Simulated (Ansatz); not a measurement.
Consider the formal hydrolysis of a C–C bond: `C=CC(C)=S` + H₂O → `CC(O)=S` + `C=C`.

Computed with Ansatz on PBE0-D4/def2-TZVP structures; ΔE is electronic, products minus reactants. CBS: MP2 limit from def2 TZ/QZ plus the TZ coupled-cluster correction, frozen cores. This one scheme is used for every species. Functionals use def2-TZVPP. One conformer a species, not always the lowest.

```csv
level,ΔE (kcal/mol),difference from CCSD(T)/CBS
PBE-D4,-3.1,-3.2
r2SCAN-D4,-3.9,-4.0
B2PLYP,-3.1,-3.2
PBE,-4.4,-4.5
PBE0,-3.8,-3.9
HF/def2-TZVPP,-6.0,-6.1
SCS-MP2/def2-TZVPP,-0.7,-0.8
CCSD/def2-TZVPP,-1.7,-1.8
SCS-MP2/def2-QZVPP,-0.1,-0.2
MP2/CBS(def2),1.6,1.5
CCSD(T)/CBS,0.1,0
```

Largest T1 diagnostic among the species: 0.017.

In def2-TZVPP, CCSD(T) changes the Hartree–Fock value by +5.0 kcal/mol (the triples alone add +0.7 kcal/mol) and MP2 by +6.5 kcal/mol. The D4 term adds +2.1 kcal/mol with B3LYP and +1.2 kcal/mol with PBE0; it sums over pairs of atoms, weighted by their polarisabilities, and B3LYP, whose exchange is more repulsive, gets the larger term.

B3LYP here is the variant with VWN-RPA as its local correlation; programs differ in this.
